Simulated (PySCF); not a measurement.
water (H2O), SMILES O.

Geometry optimised at B3LYP-D3(BJ)/def2-TZVPD.

Computed with CAM-B3LYP/def2-TZVPD (PySCF).

Symmetry labels are those of the subgroup C2v that the program uses (full group C2v).

Computed valence orbital energies around the gap with their symmetry:
| orbital | symmetry | energy (eV) |
|---|---|---|
| HOMO−4 | A1 | -522.71 |
| HOMO−3 | A1 | -29.88 |
| HOMO−2 | B2 | -16.55 |
| HOMO−1 | A1 | -12.69 |
| HOMO | B1 | -10.68 |
| LUMO | A1 | 0.65 |
| LUMO+1 | B2 | 1.99 |
| LUMO+2 | B1 | 2.74 |
| LUMO+3 | A1 | 2.79 |
